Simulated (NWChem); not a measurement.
# Basis-set convergence for methane (CH₄)

```xyz
5

C      0.0000     0.0000     0.0000
H      0.0000     0.9030     0.6385
H      0.0000    -0.9030     0.6385
H     -0.9030     0.0000    -0.6385
H      0.9030     0.0000    -0.6385
```
Charge 0, spin multiplicity 1.

Program: NWChem. All single points use one geometry, from PBE/def2-SVP, a minimum by its harmonic frequencies.

Quantity: vertical ionisation energy at the level ΔPBE (Δ: difference of total energies, the cation a doublet at the parent's geometry with its hole in an orbital of symmetry a1 (C2v labels); it is the state that the SCF runs reached, from PBE0 orbitals for Hartree-Fock references, and need not be the lowest).

The Pople sets run with spherical d functions. No SCF solution was tested for a lower state.

```tsv
basis	functions	vertical ionisation energy (eV)
STO-3G	9	13.63
3-21G	17	13.91
def2-SVP	34	13.81
6-311++G**	50	13.86
aug-cc-pVDZ	59	13.84
def2-TZVPD	73	13.85
pcseg-2	86	13.85
def2-QZVP	177	13.84
```

Smallest basis within 0.1 eV of def2-QZVP, the largest set run: 3-21G, with 17 functions against 177 (also within reach: def2-SVP, 6-311++G**, aug-cc-pVDZ, def2-TZVPD, pcseg-2). def2-QZVP isn't the basis-set limit itself, and a small set can land close by cancellation.
